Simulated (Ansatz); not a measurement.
**triplet C2HCl2F: levels of theory compared**

Wanted: a comparison of 6 runs (UHF/STO-3G, U-r2SCAN/6-31G*, UB3LYP/6-31G*, UPBE-QIDH/6-31G*, UPBE/6-31G*, USVWN5/6-31G*) of triplet C2HCl2F. 

The calculation is run with Ansatz 0.2.0.

66 further runs of the same task are left out: 66 set aside as unsound or not needed. Runs told in other sessions of the task aren't counted.

## 1. Starting point

The species is C2HCl2F (6 atoms), meant as a triplet with charge 0. SMILES of the parent species: `FC=C(Cl)Cl`. The coordinates come from a PBE0-D4/def2-TZVP relaxation. That shape belongs to the parent species and isn't relaxed for this state.

Bond lengths: F1–C2 1.325 Å, C2–C3 1.326 Å, C3–Cl4 1.703 Å, C3–Cl5 1.711 Å, C2–H6 1.082 Å. Angles: F1–C2–C3 121.8°, C2–C3–Cl4 122.7°, C2–C3–Cl5 120.2°, Cl4–C3–Cl5 117.2°, F1–C2–H6 114.8°, C3–C2–H6 123.4°.

## 2. A single-point energy at UHF/STO-3G (run 1)

job.yaml

```yaml
crystal:
  periodic: [false, false, false]
  atoms:
    - symbol: F
      position_ang: [0.369860, -1.453540, 1.016570]
    - symbol: C
      position_ang: [0.335170, -0.183710, 0.639080]
    - symbol: C
      position_ang: [-0.249490, 0.193990, -0.489960]
    - symbol: Cl
      position_ang: [-1.002700, -0.907170, -1.549080]
    - symbol: Cl
      position_ang: [-0.269610, 1.845290, -0.936840]
    - symbol: H
      position_ang: [0.816790, 0.505150, 1.320220]
basis:
  gaussian: {orbitals: STO-3G}
hamiltonian: {xc: hf}
accuracy: high
output: {orbitals: {seedname: orbitals}}
magnetization: {spin_polarized: true, initial_magnetization: 2}
```

Run with:

```console
$ ansatz run job.yaml --threads 1 --pin off --max-ram 3480MiB --events-out events.jsonl --progress --plain --runs-dir runs
```

Standard output:

```text
Warning: RAYON_NUM_THREADS=1 ignored (pool sized by the plan → 1); use --threads N
Functional definition: HF
  name "HF"
  exchange = exact_x
  correlation = 0
671 factors; integrals over basis functions are off by at most 3.4e-8 eV
mean field evaluation 1: about -29445.0476 eV, gradient 2.1e1 eV
mean field evaluation 2: about -29445.3144 eV, gradient 2.1e1 eV
mean field evaluation 4: about -29449.1415 eV, gradient 2.0e0 eV
mean field evaluation 8: about -29449.2832 eV, gradient 4.4e-1 eV
mean field evaluation 16: about -29453.4316 eV, gradient 7.7e-2 eV
mean field evaluation 32: about -29445.9669 eV, gradient 4.2e0 eV
mean field -29453.43168280 eV, -1082.3936500898 hartree, gradient 2.0e-8 eV, S^2 2.026836; 0 other end points of the search recorded, 0 dependent functions left out
reference -29453.43168280 eV, -1082.3936500898 hartree; 29, 27 occupied and 5, 7 virtual orbitals, 671 factors
Total energy: -29453.43168280 eV, -1082.3936500898 hartree
```

Wall time 0.75 s (1 thread of Arm Neoverse V1, shared host); peak memory 0.099 GiB.

## 3. A single-point energy at U-r2SCAN/6-31G(d) (spherical functions) (run 2)

molecule.yaml

```yaml
crystal:
  periodic: [false, false, false]
  atoms:
    - {symbol: F, position_ang: [0.369860, -1.453540, 1.016570]}
    - {symbol: C, position_ang: [0.335170, -0.183710, 0.639080]}
    - {symbol: C, position_ang: [-0.249490, 0.193990, -0.489960]}
    - {symbol: Cl, position_ang: [-1.002700, -0.907170, -1.549080]}
    - {symbol: Cl, position_ang: [-0.269610, 1.845290, -0.936840]}
    - {symbol: H, position_ang: [0.816790, 0.505150, 1.320220]}
basis:
  gaussian:
    orbitals: 6-31G_st_-spherical.json
magnetization:
  spin_polarized: true
  initial_magnetization: 2
accuracy: high
total_charge: 0
output: {orbitals: {seedname: orbitals}}
hamiltonian:
  xc: {name: r2SCAN}
```

The basis set 6-31G* is read from a file made from the Basis Set Exchange's data (not shown).

Run with:

```console
$ ansatz run molecule.yaml --threads 1 --pin off --max-ram 3480MiB --events-out events.jsonl --progress --plain --runs-dir runs
```

Standard output:

```text
Warning: RAYON_NUM_THREADS=1 ignored (pool sized by the plan → 1); use --threads N
Functional definition: r2SCAN
  name "r2SCAN"
  parameter k0 = 0.174
  parameter k1 = 0.065
  parameter a1 = 4.9479
  exchange = r2scan_x(k0 = k0, k1 = k1, a1 = a1)
  correlation = r2scan_c
1764 factors; integrals over basis functions are off by at most 5.3e-9 eV
mean field evaluation 1: about -29838.5909 eV, gradient 2.5e1 eV
mean field evaluation 2: about -29828.5475 eV, gradient 4.6e1 eV
mean field evaluation 4: about -29842.0894 eV, gradient 2.5e0 eV
mean field evaluation 8: about -29842.1086 eV, gradient 2.5e-1 eV
mean field evaluation 16: about -29842.1089 eV, gradient 4.5e-5 eV
mean field -29842.10892049 eV, -1096.6772751201 hartree, gradient 6.4e-8 eV, S^2 2.010398; 1 other end points of the search recorded, 0 dependent functions left out
reference -29842.10892158 eV, -1096.6772751601 hartree; 29, 27 occupied and 51, 53 virtual orbitals, 1764 factors
Total energy: -29842.10892158 eV, -1096.6772751601 hartree
```

Run time: 29 s. Hardware: 1 thread of Arm Neoverse V1, shared host; peak memory 0.38 GiB.

## 4. The energy at UB3LYP/6-31G(d) (spherical functions) (run 3)

run.yaml

```yaml
crystal:
  periodic: [false, false, false]
  atoms:
    - {symbol: F, position_ang: [0.369860, -1.453540, 1.016570]}
    - {symbol: C, position_ang: [0.335170, -0.183710, 0.639080]}
    - {symbol: C, position_ang: [-0.249490, 0.193990, -0.489960]}
    - {symbol: Cl, position_ang: [-1.002700, -0.907170, -1.549080]}
    - {symbol: Cl, position_ang: [-0.269610, 1.845290, -0.936840]}
    - {symbol: H, position_ang: [0.816790, 0.505150, 1.320220]}
basis:
  gaussian:
    orbitals: 6-31G_st_-spherical.json
total_charge: 0
magnetization:
  spin_polarized: true
  initial_magnetization: 2
hamiltonian:
  xc: {name: B3LYP}
accuracy: high
output: {orbitals: {seedname: orbitals}}
```

The basis set 6-31G* is read from a file made from the Basis Set Exchange's data (not shown).

Run with:

```console
$ ansatz run run.yaml --threads 1 --pin off --max-ram 3480MiB --events-out events.jsonl --progress --plain --runs-dir runs
```

Standard output:

```text
Warning: RAYON_NUM_THREADS=1 ignored (pool sized by the plan → 1); use --threads N
Functional definition: B3LYP
  name "B3LYP"
  parameter a0 = 0.2
  parameter ax = 0.72
  parameter ac = 0.81
  exchange = (1 - a0 - ax)*slater_x + ax*b88_x + a0*exact_x
  correlation = (1 - ac)*vwn_rpa_c + ac*lyp_c
1764 factors; integrals over basis functions are off by at most 5.3e-9 eV
mean field evaluation 1: about -29844.0193 eV, gradient 2.1e1 eV
mean field evaluation 2: about -29842.5456 eV, gradient 2.8e1 eV
mean field evaluation 4: about -29846.3000 eV, gradient 2.0e0 eV
mean field evaluation 8: about -29846.5001 eV, gradient 2.6e-1 eV
mean field evaluation 16: about -29846.5005 eV, gradient 1.4e-4 eV
mean field evaluation 32: about -29845.4103 eV, gradient 7.7e0 eV
mean field -29846.50048356 eV, -1096.8386620861 hartree, gradient 5.2e-8 eV, S^2 2.006921; 2 other end points of the search recorded, 0 dependent functions left out
reference -29846.50051753 eV, -1096.8386633347 hartree; 29, 27 occupied and 51, 53 virtual orbitals, 1764 factors
Total energy: -29846.50051753 eV, -1096.8386633347 hartree
```

It took 17 s on 1 thread of Arm Neoverse V1, shared host; peak memory 0.39 GiB.

Runs 4 to 5 aren't shown in full; the table further down has their settings and results.

## 5. The energy at USVWN5/6-31G(d) (spherical functions) (run 6)

molecule.yaml

```yaml
basis:
  gaussian:
    orbitals: 6-31G_st_-spherical.json
crystal:
  periodic: [false, false, false]
  atoms:
    - symbol: F
      position_ang: [0.369860, -1.453540, 1.016570]
    - symbol: C
      position_ang: [0.335170, -0.183710, 0.639080]
    - symbol: C
      position_ang: [-0.249490, 0.193990, -0.489960]
    - symbol: Cl
      position_ang: [-1.002700, -0.907170, -1.549080]
    - symbol: Cl
      position_ang: [-0.269610, 1.845290, -0.936840]
    - symbol: H
      position_ang: [0.816790, 0.505150, 1.320220]
output:
  orbitals: {seedname: orbitals}
accuracy: high
hamiltonian:
  xc: {name: SVWN5}
magnetization:
  spin_polarized: true
  initial_magnetization: 2
```

The basis set 6-31G* is read from a file made from the Basis Set Exchange's data (not shown).

Run with:

```console
$ ansatz run molecule.yaml --threads 1 --pin off --max-ram 3480MiB --events-out events.jsonl --progress --plain --runs-dir runs
```

Standard output:

```text
Warning: RAYON_NUM_THREADS=1 ignored (pool sized by the plan → 1); use --threads N
Functional definition: SVWN5
  name "SVWN5"
  exchange = slater_x
  correlation = vwn5_c
1764 factors; integrals over basis functions are off by at most 5.3e-9 eV
mean field evaluation 1: about -29723.7860 eV, gradient 3.1e1 eV
mean field evaluation 2: about -29708.0189 eV, gradient 5.8e1 eV
mean field evaluation 4: about -29728.6641 eV, gradient 3.5e0 eV
mean field evaluation 8: about -29728.6966 eV, gradient 4.3e-1 eV
mean field evaluation 16: about -29728.6974 eV, gradient 9.6e-5 eV
mean field evaluation 32: about -29728.6758 eV, gradient 1.2e0 eV
mean field -29728.69743373 eV, -1092.5094798546 hartree, gradient 8.9e-8 eV, S^2 2.003267; 4 other end points of the search recorded, 0 dependent functions left out
reference -29728.69743601 eV, -1092.5094799386 hartree; 29, 27 occupied and 51, 53 virtual orbitals, 1764 factors
Total energy: -29728.69743601 eV, -1092.5094799386 hartree
```

It took 7.5 s on 1 thread of Arm Neoverse V1, shared host; peak memory 0.22 GiB.

## 6. All runs side by side

```csv
run,level,frozen core orbitals,energy (Eh),HOMO energy (eV),⟨S²⟩,wall time
1,UHF/STO-3G,–,-1082.393650,-5.90,2.027,0.75 s
2,U-r2SCAN/6-31G* (spherical functions),–,-1096.677275,-2.31,2.010,29 s
3,UB3LYP/6-31G* (spherical functions),–,-1096.838663,-2.94,2.007,17 s
4,UPBE-QIDH/6-31G* (spherical functions),13,-1096.043030,-5.80,2.018,19 s
5,UPBE/6-31G* (spherical functions),–,-1096.249734,-1.74,2.005,14 s
6,USVWN5/6-31G* (spherical functions),–,-1092.509480,-1.67,2.003,7.5 s
```

## 7. Summary of results

```
                                 quantity           value
                      run 6: total energy  -1092.50948 Eh
run 6: HOMO energy (highest over α and β)        -1.67 eV
                              run 6: ⟨S²⟩           2.003
```

In words: Totals of different functionals can't be ranked against each other. In run 1 the basis is minimal, so the values are rough. All runs together took 87 s, the longest 29 s.
